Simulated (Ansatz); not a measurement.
# CH4SSi, SMILES [SiH3]C=S: an active-space calculation

With Ansatz 0.2.0, Python API.

Notebook, run cell by cell (the value of a cell's last expression is shown):

```python
import warnings

import ansatz as az

BASIS = 'cc-pVDZ'

warnings.simplefilter('ignore', az.DeckWarning)

system = (
    az.Crystal.molecule()
    .atom('Si', (-0.6209, 0.2235, -0.2323))
    .atom('C', (1.0196, -0.3375, 0.2539))
    .atom('S', (1.1364, -1.4175, 1.4976))
    .atom('H', (-1.4739, -0.8294, -0.7083))
    .atom('H', (-0.5455, 1.2141, -1.3971))
    .atom('H', (-1.3543, 1.0123, 0.8562))
    .atom('H', (1.8998, 0.0664, -0.3157))
)
```

```python
job = (
    system.calculation()
    .basis(gaussian=BASIS)
    .correlation(active_electrons=6, active_orbitals=7)
)
for method in [None, 'sc_nevpt2']:
    summary = (job if method is None else job.correlation(method)).run().report
    space = summary['configurations']
    state = space['states'][0]
    print(method or 'casscf', f'total {summary["free_energy_ev"] / 27.211386246:.6f} Ha, active-space state {state["energy"]["hartree"]:.6f} Ha, mean field {summary["reference_energy_ev"] / 27.211386246:.6f} Ha')
    print('  determinants', state['n_determinants'], ' natural occupations', [round(n, 3) for n in space['natural_occupations']])
```

    casscf total -726.695034 Ha, active-space state -726.695034 Ha, mean field -726.608629 Ha
      determinants 1225  natural occupations [1.974, 1.972, 1.905, 0.095, 0.028, 0.02, 0.005]
    Warning: the results are in doubt because another end's mean lies 0.251 eV lower, and its corrected mean 0.060 eV higher
    RunWarning: the results are in doubt because another end's mean lies 0.251 eV lower, and its corrected mean 0.060 eV higher
    sc_nevpt2 total -726.974065 Ha, active-space state -726.685789 Ha, mean field -726.608629 Ha
      determinants 1225  natural occupations [1.975, 1.972, 1.901, 0.099, 0.027, 0.019, 0.007]

Total energies depend on the basis set; only differences at equal settings carry meaning. Warnings are shown shortened and without file and line. The geometry is a force-field or estimated start, not a minimum of this method, and the basis set is short of its limit. The active space starts as a window about the frontier orbitals and is then optimised, not chosen by chemistry. A lower CASSCF solution was found and passed over, so the printed active-space state isn't the lowest. The script silences the warnings on its input, which a real study should read. It ran for 25 s on 1 thread of Arm Neoverse V2 (shared host), peak memory 0.23 GiB.

(Lines on the test bed's own set-up are left out of the output.)
